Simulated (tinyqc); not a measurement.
Inside a calculation. Method: ROHF in the sto-3g basis, for CH, spin multiplicity 4. One step of it, computed by the program tinyqc.

Problem. Iteration 2: Roothaan effective Fock matrix. With projectors Pc = D(beta) S, Po = (D(alpha) - D(beta)) S, Pv = 1 - D(alpha) S, the block xy is Px^T F Py; with Fc = (F(alpha) + F(beta))/2, the blocks are Fc for cc, oo, vv and cv, F(beta) for co and F(alpha) for ov.

F(alpha) (hartree), order 1C 1s, 1C 2s, 1C 2px, 1C 2py, 1C 2pz, 2H 1s:
```
[[-10.890762, -2.966403, 0.000000, 0.000000, -0.003028, -1.015814],
 [-2.966403, -1.598510, 0.000000, 0.000000, -0.036848, -0.885870],
 [0.000000, 0.000000, -0.342034, 0.000000, 0.000000, 0.000000],
 [0.000000, 0.000000, 0.000000, -0.342034, 0.000000, 0.000000],
 [-0.003028, -0.036848, 0.000000, 0.000000, -0.370738, -0.490116],
 [-1.015814, -0.885870, 0.000000, 0.000000, -0.490116, -0.637846]]
```

F(beta) (hartree), order 1C 1s, 1C 2s, 1C 2px, 1C 2py, 1C 2pz, 2H 1s:
```
[[-10.814379, -2.895576, 0.000000, 0.000000, -0.001743, -0.986386],
 [-2.895576, -1.038724, 0.000000, 0.000000, -0.354836, -0.771245],
 [0.000000, 0.000000, 0.441244, 0.000000, 0.000000, 0.000000],
 [0.000000, 0.000000, 0.000000, 0.441244, 0.000000, 0.000000],
 [-0.001743, -0.354836, 0.000000, 0.000000, 0.126231, -0.412276],
 [-0.986386, -0.771245, 0.000000, 0.000000, -0.412276, -0.507107]]
```

D(alpha) after iteration 1, order 1C 1s, 1C 2s, 1C 2px, 1C 2py, 1C 2pz, 2H 1s:
```
[[1.061751, -0.245155, 0.000000, 0.000000, 0.045760, -0.020727],
 [-0.245155, 1.030368, 0.000000, 0.000000, -0.264140, -0.043858],
 [0.000000, 0.000000, 1.000000, 0.000000, 0.000000, 0.000000],
 [0.000000, 0.000000, 0.000000, 1.000000, 0.000000, 0.000000],
 [0.045760, -0.264140, 0.000000, 0.000000, 0.501541, 0.334271],
 [-0.020727, -0.043858, 0.000000, 0.000000, 0.334271, 0.242732]]
```

D(beta) after iteration 1, order 1C 1s, 1C 2s, 1C 2px, 1C 2py, 1C 2pz, 2H 1s:
```
[[1.027649, -0.096958, 0.000000, 0.000000, -0.066702, -0.082454],
 [-0.096958, 0.386345, 0.000000, 0.000000, 0.224588, 0.224387],
 [0.000000, 0.000000, 0.000000, 0.000000, 0.000000, 0.000000],
 [0.000000, 0.000000, 0.000000, 0.000000, 0.000000, 0.000000],
 [-0.066702, 0.224588, 0.000000, 0.000000, 0.130662, 0.130708],
 [-0.082454, 0.224387, 0.000000, 0.000000, 0.130708, 0.131004]]
```

overlap S, order 1C 1s, 1C 2s, 1C 2px, 1C 2py, 1C 2pz, 2H 1s:
```
[[1.000000, 0.248362, 0.000000, 0.000000, 0.000000, 0.083708],
 [0.248362, 1.000000, 0.000000, 0.000000, 0.000000, 0.565870],
 [0.000000, 0.000000, 1.000000, 0.000000, 0.000000, 0.000000],
 [0.000000, 0.000000, 0.000000, 1.000000, 0.000000, 0.000000],
 [0.000000, 0.000000, 0.000000, 0.000000, 1.000000, 0.506309],
 [0.083708, 0.565870, 0.000000, 0.000000, 0.506309, 1.000000]]
```

Give: effective F.

Solution.

effective F (hartree), order 1C 1s, 1C 2s, 1C 2px, 1C 2py, 1C 2pz, 2H 1s:
```
[[-10.853, -2.920, 0.000, 0.000, -0.019, -1.006],
 [-2.920, -1.244, 0.000, 0.000, -0.218, -0.812],
 [0.000, 0.000, 0.050, 0.000, 0.000, 0.000],
 [0.000, 0.000, 0.000, 0.050, 0.000, 0.000],
 [-0.019, -0.218, 0.000, 0.000, -0.202, -0.502],
 [-1.006, -0.812, 0.000, 0.000, -0.502, -0.594]]
```
